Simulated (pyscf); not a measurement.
This saddle point was located with ωB97X-D3(BJ)/def2-SVP in PySCF.

```
O
H 1 1.1135
H 2 1.1807 1 134.62
Si 1 1.7189 2 123.78 3 120.24
O 4 1.6300 1 108.07 2 -61.79
H 5 0.9749 4 117.73 1 -21.59
O 4 1.6342 5 112.08 6 96.51
H 7 0.9623 4 117.99 5 167.13
O 4 1.6424 5 111.07 6 -137.64
H 9 0.9628 4 116.24 5 3.96
Si 3 1.8056 2 77.44 1 -2.66
O 11 1.6914 3 88.57 2 -112.01
H 12 0.9656 11 112.97 3 -16.96
H 11 1.4869 12 122.87 13 68.80
H 11 1.4992 14 102.98 3 166.30
```

Surface: singlet, charge 0. Lowest wavenumbers (cm⁻¹): 1214i, 47, 87, 131, 144.

Task: What reaction is this the transition state of?

Result: HO–Si(OH)(OH)–OH (SMILES O[Si](O)(O)O) + HO–SiH₃ (SMILES O[SiH3]) ⇌ HO–SiH₂–O–Si(OH)(OH)–OH (SMILES O[SiH2]O[Si](O)(O)O) + H₂ (SMILES [H][H]), a four-centre exchange read from left to right: H–O, H–Si broken and O–Si, H–H formed. At ωB97M-D3(BJ)/def2-TZVP it lies +1.30 eV from the left side and +2.49 eV from the right (each side as separated species at their lowest minima found). On the reactant side the descent ends in a complex (not fully relaxed), 0.26 eV under the separated species and 1.52 eV under the saddle at ωB97X-D3(BJ)/def2-TZVP. This is the saddle that the search found; another between the same sides may lie lower.
